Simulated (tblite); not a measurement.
Compound: C₅H₉ (doublet state).
Numbering: `[CH2:1]=[C:2][CH:3]([CH3:4])[CH3:5]` (hydrogens: H6, H7 on C1; H8 on C3; H9, H10, H11 on C4; H12, H13, H14 on C5)

Computed geometry: GFN2-xTB, gas phase. This method treats the open shell by occupation alone, without spin polarisation.

List the bond lengths, angles and torsions at this level.

| bond | length (Å) | order |
| --- | --- | --- |
| C1=C2 | 1.293 | double |
| C2–C3 | 1.461 | single |
| C3–C4, C3–C5 | 1.537 | single |
| C1–H6 | 1.081 | single |
| C1–H7 | 1.094 | single |
| C3–H8 | 1.098 | single |
| C4–H9 and 5 like bonds | 1.088 | single |

Bonds in one row agree within 0.01 Å and their mean is given. Orders are formal, as drawn. A selection of angles:
| angle | degrees |
| --- | --- |
| C2–C1–H6 | 122.0 |
| C2–C1–H7 | 124.3 |
| H6–C1–H7 | 113.8 |
| C1–C2–C3 | 143.4 |
| C2–C3–C4 | 111.6 |
| C2–C3–C5 | 110.0 |
| C2–C3–H8 | 108.2 |
| C4–C3–C5 | 110.3 |
| C4–C3–H8 | 108.1 |
| C5–C3–H8 | 108.5 |
| C3–C4–H9 | 109.8 |
| H9–C4–H10 | 108.9 |
| C3–C5–H13 | 110.5 |
| H12–C5–H13 | 108.5 |

Dihedral angles: C1–C2–C3–C4 5° (synperiplanar). The mirror-image conformer, all signs reversed, is as good.

C1 (carbon bonded to C and 2 H) is planar (angles 124.3°, 122.0° and 113.8°, sum 360.0°, 0.00 Å off the plane of its three neighbours). The C–C distances run from 1.293 Å (C1=C2, drawn double) to 1.541 Å (C3–C4, drawn single), a spread of 0.248 Å.

Point group: C1 (no symmetry element, even within 0.4 Å). Its GFN2-xTB frequencies are all real (lowest 68 cm⁻¹).
